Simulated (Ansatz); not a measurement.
# PH+ (doublet): from Hartree-Fock to the top rungs at distance P1–H2 = 2.318 Å, cc-pVTZ

How much of the correlation energy of PH+ (doublet) does each wave-function method recover here?

Program: Ansatz 0.2.0, Gaussian basis. Level of theory: cc-pVTZ, core rule «outside noble gas», up to 5 orbitals frozen. These are calculated values, not measurements.

Plan: UHF; CCSD(T) on ROHF; CCSD(T) on UHF; BCCD(T) on ROHF; CISD; CCSDT(Q) on ROHF; CCSDT(Q) on UHF; CASSCF and MRCISD+Q, 3 electrons in 3 orbitals; CASSCF and NEVPT2, 3 electrons in 3 orbitals; CASSCF and MRCISD+Q, 5 electrons in 5 orbitals; CASSCF and NEVPT2, 5 electrons in 5 orbitals; Full CI.

27 further runs of the same task are left out: 1 for a known fault of the program, 20 that didn't finish, 6 set aside as unsound or not needed.

## (1) What is computed

The geometry derives from a PBE0/def2-TZVP stationary point (not a proven minimum). One bond is set to the value named and the two fragments are kept rigid.

2 atoms, charge 1, spin multiplicity 2.

Atoms are counted from 1 here; the program's logs count them from 0.

No contacts short enough for the rule that draws bonds.

## (2) UHF

in.yaml reads:

```yaml
crystal:
  periodic: [false, false, false]
  atoms:
    - {symbol: P, position_ang: [0.000000, 0.000000, 0.000000]}
    - {symbol: H, position_ang: [0.000000, 0.000000, 2.318000]}
basis:
  gaussian: {orbitals: cc-pVTZ}
total_charge: 1
magnetization: {spin_polarized: true, initial_magnetization: 1}
hamiltonian: {xc: hf}
output: {orbitals: {seedname: orbitals}}
```

On the command line:

```bash
> ansatz run in.yaml --threads 1 --pin off --events-out ev --progress --plain --max-ram 2393MiB
```

After this run come: CCSD(T) on ROHF; CCSD(T) on UHF; BCCD(T) on ROHF; CISD; CCSDT(Q) on ROHF; CCSDT(Q) on UHF; CASSCF and MRCISD+Q, 3 electrons in 3 orbitals; CASSCF and NEVPT2, 3 electrons in 3 orbitals; CASSCF and MRCISD+Q, 5 electrons in 5 orbitals; CASSCF and NEVPT2, 5 electrons in 5 orbitals; Full CI.

**Question.** What will the summary of the whole plan be? Wanted: FCI below the RHF energy; RMP2 from FCI; UMP2 from FCI; RCCSD from FCI; RCCSD(T) from FCI; UCCSD(T) from FCI; RCCSDT(Q) from FCI; UCCSDT(Q) from FCI; NEVPT2 pair from FCI.

The runs gave:

```
                         quantity                                                   value
         FCI below the RHF energy                                              -4.1624 eV
                    RMP2 from FCI                                         +28.42 kcal/mol
                    UMP2 from FCI                                         +27.24 kcal/mol
                   RCCSD from FCI                                          +5.20 kcal/mol
                RCCSD(T) from FCI                                          +1.15 kcal/mol
                UCCSD(T) from FCI                                          +2.15 kcal/mol
               RCCSDT(Q) from FCI                                          +0.02 kcal/mol
               UCCSDT(Q) from FCI                                          +0.01 kcal/mol
             NEVPT2 pair from FCI                                         +14.85 kcal/mol
          NEVPT2 valence from FCI                                         +13.25 kcal/mol
        MRCISD+Q valence from FCI                                          +0.41 kcal/mol
levels within 1 kcal/mol (43 meV)  RCCSDT, UCCSDT, RCCSDT(Q), UCCSDT(Q), MRCISD+Q valence
                    T1 diagnostic                                                   0.044
   effectively unpaired electrons                                                    1.41
```

In words: RCCSD(T) misses by +1.15 kcal/mol, 1.2 % of the correlation energy. CCSD(T) misses by +1.15 kcal/mol on the restricted determinant and by +2.15 kcal/mol on the unrestricted one; the two need not hold the same state or core. The occupations show some static correlation. Of the multireference levels listed MRCISD+Q valence comes nearest in total energy (+0.41 kcal/mol), which doesn't show that its space is the better one. Coupled cluster took another determinant than the lowest Hartree-Fock one. These misses are within one basis, not against nature; the frozen cores of restricted and unrestricted runs differ, which can shift their rows.
